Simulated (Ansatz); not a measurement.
# Group exchange: H2S2 + C2H6Si → SiH3(SH) + C2H4S

Species: H2S2 `SS`, singlet; C2H6Si (vinylsilane) `C=C[SiH3]`, singlet; SiH3(SH) (sulfanylsilane), singlet; C2H4S `C=CS`, singlet. The partners trade SH for SiH3: S–SH and C–SiH3 bonds give way to S–SiH3 and C–SH.

Shapes, held fixed at every level: PBE0-D4/def2-TZVP. Flexible molecules stand in one conformer, not always the lowest. Programs: Ansatz 0.2.0. Electronic energies: no zero-point or thermal term.

```csv
level,kind,ΔE (kJ/mol),less CCSD(T)/CBS estimate,CPU time (sum over the molecules)
r2SCAN-D4/def2-TZVPP,meta-GGA,-64.1,-5.7,18 s
B3LYP-D4/def2-TZVPP,global hybrid,-56.0,+2.4,15 s
PBE0-D4/def2-TZVPP,global hybrid,-60.9,-2.5,13 s
wB97X-V/def2-TZVPP,range-separated hybrid,-59.0,-0.6,30 s
B2PLYP/def2-TZVPP,double hybrid,-59.4,-1.0,18 s
CCSD(T)/def2-TZVPP,coupled cluster or CI,-60.9,-2.5,82 s
CCSD(T)/CBS estimate,coupled cluster or CI,-58.4,0.0,2.2 min
```

The highest level, CCSD(T)/CBS estimate, gives ΔE = -58.4 kJ/mol; the levels span -64.1 to -56.0. The column of differences is taken from that level and isn't an error. No measured value is set beside it here. The CBS estimate extrapolates MP2 from def2-TZVPP and def2-QZVPP and adds CCSD(T) − MP2 in the triple-zeta set, cores frozen. Times are processor times on shared x86 and Arm servers, and rough.
